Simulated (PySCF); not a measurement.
Structure problem from calculated spectra and properties.

Elements present: C, F, H and O. Monoisotopic mass: 96.0023 u.

* NMR, other nuclei: isotropic shieldings of nuclei other than C and H, by class: -91 (1 O), 132 (1 O), 317 (2 F) ppm [GIAO B97-2/pcSseg-2]
* 13C NMR: chemical shifts (computed TMS as zero) by class: 170.0 (1 C), 113.9 (1 C) ppm [GIAO B97-2/pcSseg-2]
* Dipole: 2.77 D [B97-2/pcSseg-2]
* 1H NMR: chemical shifts (computed TMS as zero) by class: 6.33 (1 H), 6.00 (1 H) ppm [GIAO B97-2/pcSseg-2]
* Rotational structure: rotational constants A, B, C: 5.583, 3.258, 2.299 GHz [PBE0-D3(BJ)/def2-TZVP]

The electronic properties come from PySCF, for the isolated species, density fitting. Levels stand in brackets. Isolated species at its PBE0-D3(BJ)/def2-TZVP geometry (one conformer only). NMR classes are plain means over equivalent atoms (diastereotopic ones count apart unless rotation or inversion swaps them), as if these changed places fast.

**Question.** Which formula fits the mass and the elements?

**Answer.** C2H2F2O2 (calculated 96.0023). No other formula that holds each of these elements comes within 0.0003 u with a fitting electron parity and a possible valence count.

**Question.** Give a SMILES that accounts for the data.

**Answer.** Numbering: `[O:1]=[C:2]([OH:3])[CH:4]([F:5])[F:6]`. Its formula, C2H2F2O2, gives 1 degree of unsaturation: 0 rings and 1 π bond in the structure found. 2 carbons fall into 2 classes; from least to most shielded: carboxylic acid carbon [C2] (170.0 ppm), CHF2 carbon [C4] (113.9 ppm). Hydrogen classes from least to most shielded: 1 H on an acid hydroxyl oxygen, O3 (6.33 ppm), 1 H on a CHF2 carbon, C4 (6.00 ppm). The other shieldings belong to: -91 ppm, acid carbonyl oxygen [O1]; 132 ppm, acid hydroxyl oxygen [O3]; 317 ppm, fluorine of a CF2 group [F5/F6]. The optimised geometry has point group C1 and is an asymmetric top. Structure: `O=C(O)C(F)F`. The assignments are read from this structure; whether some other isomer fits the data as well wasn't checked.

The values belong to the conformer `[O:1]=[C:2]([OH:3])[CH:4]([F:5])[F:6]`: O1–C2–C4–F5 5°, H–O3–C2–O1 2°.
